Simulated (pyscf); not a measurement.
F–GaH–SH (SMILES [F][GaH][SH]) + H₂ (SMILES [H][H]) -> HS–GaH₂ (SMILES [SH][GaH2]) + HF (SMILES F) (four-centre exchange; singlet surface; F–Ga, H–H broken, Ga–H, F–H formed). Single points on ωB97X-D3(BJ)/def2-SVP structures (PySCF, gas phase). Energies in eV from the separated reactants.

```csv
level,barrier,reaction energy
ωB97X-D3(BJ)/def2-TZVP,1.12,+0.83
PBE/def2-TZVP,0.95,+0.80
B3LYP-D3(BJ)/def2-TZVP,1.14,+0.83
PBE0-D3(BJ)/def2-TZVP,___,+0.74
ωB97M-D3(BJ)/def2-TZVP,1.12,+0.78
HF/def2-TZVP,___,___
```

Task: Fill in the missing entries.

Result: 
- PBE0-D3(BJ)/def2-TZVP, barrier: 0.99
- HF/def2-TZVP, barrier: 1.66
- HF/def2-TZVP, reaction energy: +0.76

The functionals in the table span 0.19 eV in this barrier, from PBE to B3LYP-D3(BJ). On the product side the descent ends in a complex, 0.24 eV under the separated species and 0.54 eV under the saddle at ωB97X-D3(BJ)/def2-TZVP. At the saddle there is also a short Ga–H contact that neither side keeps. This is the saddle that the search found; another between the same sides may lie lower. Elements up to Kr have no core potential and no relativistic terms here.
